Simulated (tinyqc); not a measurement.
Ways to converge the cycle: SCF convergence aids in the sto-3g basis, for CH4, spin multiplicity 1. Computed by the program tinyqc with PySCF. RHF with one setting changed at a time; a run stops when the energy changes by less than 1e-09 hartree and the error matrix is below 1e-5. The start is the Wolfsberg-Helmholz matrix. Damping d keeps d of the old density; a shift (hartree) raises the virtual levels; DIIS n extrapolates F over n matrices.

Geometry (angstrom):
```
atom        x        y        z
C      0.0000   0.0000   0.0000
H      0.7180   0.7180   0.7180
H      0.7180  -0.7180  -0.7180
H     -0.7180   0.7180  -0.7180
H     -0.7180  -0.7180   0.7180
```

lowest restricted solution found by these runs and by PySCF = -39.658198 hartree

Largest element of the error matrix X^T (FDS - SDF) X:
```
iteration    plain  damping 0.3  damping 0.6  shift 0.4   DIIS 3   DIIS 8
1          3.1e-01      3.1e-01      3.1e-01    3.1e-01  3.1e-01  3.1e-01
2          1.2e-01      1.5e-01      2.2e-01    7.3e-02  1.2e-01  1.2e-01
3          2.7e-02      5.6e-02      1.5e-01    3.6e-02  1.5e-02  1.5e-02
4          1.1e-02      2.0e-02      1.0e-01    1.7e-02  3.4e-03  3.4e-03
5          2.4e-03      9.8e-03      6.5e-02    7.5e-03  9.5e-05  3.4e-05
6          9.4e-04      5.0e-03      4.2e-02    3.4e-03  7.2e-06  1.0e-06
8          8.4e-05      1.3e-03      1.7e-02    7.0e-04        -        -
10         7.5e-06      3.1e-04      7.2e-03    1.4e-04        -        -
14               -      1.9e-05      2.0e-03    5.9e-06        -        -
20               -            -      2.7e-04          -        -        -
30               -            -      9.1e-06          -        -        -
```

How each run ends:
```
run          iterations  E (hartree)         state
plain                11    -39.65820  lowest found
damping 0.3          19    -39.65820  lowest found
damping 0.6          40    -39.65820  lowest found
shift 0.4            14    -39.65820  lowest found
DIIS 3                7    -39.65820  lowest found
DIIS 8                7    -39.65820  lowest found
```

What does the comparison show, and why?

6 of 6 runs reach the lowest restricted solution found, in 7 to 40 iterations (fastest: DIIS 3, DIIS 8). Plain steps already contract here, so damping only slows them. DIIS 3 and DIIS 8 gain by cancelling the error over several earlier matrices, much as a quasi-Newton step does.
